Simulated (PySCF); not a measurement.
# C3H5F: the cost of one run

Computed with PySCF 2.14.0, with density-fitted response routines of our own, on a single molecule in the gas phase. Atoms count from 0, in the outputs and in this text.

### Step 1. Starting geometry

9 atoms, charge 0, multiplicity 1; geometry from: PBE0-D3(BJ)/def2-SVP.

Bonds of the start (Å): C0–C1 1.49, C1–C2 1.33, C2–F3 1.33, C0–H4 1.10, C0–H5 1.10, C0–H6 1.10, C1–H7 1.10, C2–H8 1.10.

### Step 2. NMR shieldings: PBE0/pcSseg-2

The job: settings as JSON, then the geometry in Å.

```
{"job": {"kind": "nmr", "xc": "PBE0", "basis": "pcSseg-2", "pop": false}, "charge": 0, "multiplicity": 1}
C     -1.137036     0.104372     0.181025
C      0.275847     0.431582    -0.166917
C      1.270636    -0.448216    -0.121838
F      2.524105    -0.129418    -0.440367
H     -1.495155     0.721254     1.021742
H     -1.813166     0.301763    -0.667007
H     -1.253771    -0.952133     0.465382
H      0.519639     1.452570    -0.480563
H      1.165318    -1.497947     0.173725
```

Method: GIAO PBE0/pcSseg-2 NMR shielding, non-relativistic, gas phase.

Run with:

```
$ OMP_NUM_THREADS=1 python probes_run.py task.json out
```

One launch serves the whole session: the jobs run in the order shown.

Q: Estimate the wall time and peak memory of this first job on 1 thread of Arm Neoverse N1, shared host.

About 25 s, with a peak of 0.9 GiB.
